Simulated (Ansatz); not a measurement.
**What each rung costs, and what it gives**

The pair of H3O⁺ (SMILES [OH3+], atoms 1–4) and C2H6 (SMILES CC, atoms 5–12), both closed shells, in one local arrangement (a lower one may exist), relaxed at PBE0-D4/def2-TZVP:

O1  (0.143, -0.202, -2.170)
H2  (-0.038, -0.356, -1.168)
H3  (-0.641, 0.089, -2.669)
H4  (0.589, -0.951, -2.604)
C5  (0.201, 0.811, 1.452)
C6  (-0.203, -0.433, 0.683)
H7  (0.989, 0.576, 2.168)
H8  (0.572, 1.600, 0.796)
H9  (-0.648, 1.209, 2.008)
H10  (-1.058, -0.224, 0.012)
H11  (-0.573, -1.238, 1.321)
H12  (0.668, -0.880, 0.170)
(Å)

Interaction energies are counterpoise-corrected; the time is that of the whole pair.

Computed with Ansatz 0.2.0 (basis: as named in each row); correlated methods freeze the cores. B3LYP uses VWN-RPA correlation. Extrapolation: Hartree–Fock as exp(−7.88 √X), correlation as X^−2.97.

Times are rough, for one single point on 4 threads of a shared host (Intel Xeon Platinum 8259CL).

The estimate by CCSD(T) at an estimated basis limit (MP2 extrapolated from triple and quadruple zeta, plus CCSD(T) − MP2 in triple zeta) is -13.50 kcal/mol.

```tsv
method	basis	time (s)	interaction energy (kcal/mol)	method less estimate
HF	STO-3G	under 1	-2.65	10.85
PBE-D4	STO-3G	under 1	-11.98	1.52
SPW92	def2-SVP	under 1	-19.56	-6.06
B3LYP-D4	6-31G	under 1	-11.86	1.64
PBE-D4	def2-SVP	under 1	-15.66	-2.16
PBE0-D4	def2-SVP	under 1	-14.58	-1.07
PBE-D4	def2-TZVPPD	2	-16.11	-2.61
CCSD(T)	def2-SVP	2	-10.10	3.40
revPBE-D4	def2-TZVPPD	2	-14.30	-0.80
BLYP-D4	def2-TZVPPD	2	-14.22	-0.72
wB97M-V	def2-SVP	2	-13.62	-0.12
PBE0-D4	def2-TZVPPD	2	-15.27	-1.77
B3LYP-D4	def2-TZVPPD	2	-14.12	-0.62
HSE06-D4	def2-TZVPPD	2	-15.29	-1.79
r2SCAN-D4	def2-TZVPPD	2	-15.37	-1.86
B2PLYP	def2-TZVPPD	4	-13.28	0.22
wB97X-V	def2-TZVPPD	5	-13.93	-0.43
B97M-V	def2-TZVPPD	6	-13.96	-0.46
wB97M-V	def2-TZVPPD	6	-13.98	-0.47
MP2	def2-QZVPPD	20	-13.50	0.01
CCSD(T)	def2-TZVPPD	60	-12.87	0.63
```

No T1 diagnostic of these runs exceeds 0.009.
